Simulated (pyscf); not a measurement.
A first-order saddle from PySCF, ωB97X-D3(BJ)/def2-SVP:

```xyz
7

O     -0.6990     0.2665     2.1583
Si    -1.2104     0.1322     0.7315
O     -0.3257     0.2929    -0.6325
H     -2.5917    -0.1669     0.3072
H     -0.1824     0.3117    -1.8329
F      0.8925     0.5360    -2.3102
H      0.7703     0.5219    -1.1263
```
Charge 0, spin multiplicity 1.

Surface: singlet, charge 0. Lowest wavenumbers (cm⁻¹): 2197i, 38, 103, 343, 381.

Task: Which two sides does it connect, and which bonds change?

Result: O=SiH–OH (SMILES O=[SiH]O) + HF (SMILES F) ⇌ O=SiH–OH (SMILES O=[SiH]O) + HF (SMILES F), a four-centre exchange read from left to right: H–O, F–H broken and H–O, F–H formed. At CCSD(T)/def2-TZVPP + ΔMP2(QZVPP) it lies +42.9 kcal/mol from the left side and +42.9 kcal/mol from the right (each side as separated species at their lowest minima found). On the product side the descent ends in a complex, 5.5 kcal/mol under the separated species and 45.3 kcal/mol under the saddle at ωB97X-D3(BJ)/def2-TZVP. At ωB97X-D3(BJ) the barrier from the zero used here is 39.8 kcal/mol. The same reactants have a lower exit, to O=SiH–F + H₂O (barrier -2.3 kcal/mol at ωB97M-D3(BJ), against +38.9 kcal/mol here). O=SiH–OH lies 9.8 kcal/mol over its isomer HO–Si:–OH [singlet] (electronic energy, ωB97M-D3(BJ)). This is the saddle that the search found; another between the same sides may lie lower. The CCSD(T) − MP2 part came from Ansatz, without density fitting, on the same reference.
